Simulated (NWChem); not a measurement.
C4H8; SMILES C1CCC1

```xyz
12

C      0.7655     0.7655     0.1273
C      0.7655    -0.7655    -0.1273
C     -0.7655    -0.7655     0.1273
C     -0.7655     0.7655    -0.1273
H      1.0017     1.0017     1.1853
H      1.4024     1.4024    -0.5195
H      1.0017    -1.0017    -1.1853
H      1.4024    -1.4024     0.5195
H     -1.4024    -1.4024    -0.5195
H     -1.0017    -1.0017     1.1853
H     -1.0017     1.0017    -1.1853
H     -1.4024     1.4024     0.5195
```
Atoms are numbered in this order, from 1.

All runs: NWChem. Pople sets run with spherical d functions. All runs use the structure optimised with PBE-D3(BJ)/def2-SVP. Level: PBE0/6-31+G*; rows give the wavelength of the field.

For field static:

isotropic polarisability (bohr³): 45.5

Question: What are these values for field 400 nm?

Answer: 
| Item | Value |
|---|---|
| isotropic polarisability (bohr³) | 47.9 |
